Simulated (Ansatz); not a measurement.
Molecule: NH₂ (charge 0, doublet). 
Structure (B3LYP-D3(BJ)/def2-TZVP (Ansatz, a program for electronic structure) minimum search):
```xyz
3

N      0.0046     0.0019     0.1418
H     -0.0276     0.7996    -0.5065
H     -0.0044    -0.8126    -0.4860
```
Charge 0, spin multiplicity 2.

Property: vertical ionisation energy (to the triplet state of charge +1; each state is the SCF solution reached for its spin), in eV. Correlated levels leave the core frozen unless marked. Open shells are spin-unrestricted. No spin-orbit coupling. Non-relativistic. CBS(X,Y): correlation extrapolated as X^-3; Hartree-Fock from the larger set.

CCSD(T)/CBS(aug-cc-pVTZ,aug-cc-pVQZ) (Ansatz) gives 12.08 eV.

Q: Another calculation gave 12.06 eV. Which level was it?
A) BHLYP/def2-TZVPD (Ansatz)
B) B3LYP/def2-TZVPD (Ansatz)
C) wB97M-V/def2-TZVPD (Ansatz)

A: C, wB97M-V/def2-TZVPD (Ansatz). The others give 12.25 (B3LYP), 11.94 (BHLYP) eV.
